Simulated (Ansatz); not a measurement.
Cartesian coordinates in Å:
```
C -0.4180 -0.6153 -1.7527
Al 0.0009 0.0006 -0.0004
C 0.4182 0.6154 1.7526
H -1.0074 0.1351 -2.2879
H -0.9966 -1.5424 -1.7004
H 0.4994 -0.8071 -2.3172
H -0.4961 0.7260 2.3432
H 0.9230 1.5849 1.7049
H 1.0767 -0.0973 2.2579
```

Charge 1, multiplicity 1.

**Question.** List the B3LYP/def2-TZVPP orbital energies in eV (the Gaussian-basis code of Ansatz). (Estimate.)

**Answer.** Ansatz gave: Occupied: -1531.35, -281.89, -281.89, -119.30, -80.00, -80.00, -79.70, -24.32, -24.09, -16.45, -16.45, -16.33, -16.33, -16.04, -13.84. Lowest empty: -6.70, -6.70, -6.61, -3.06, -2.57, -2.39, -2.39, -1.74.

B3LYP here is the variant with VWN-RPA as its local correlation; programs differ in this.
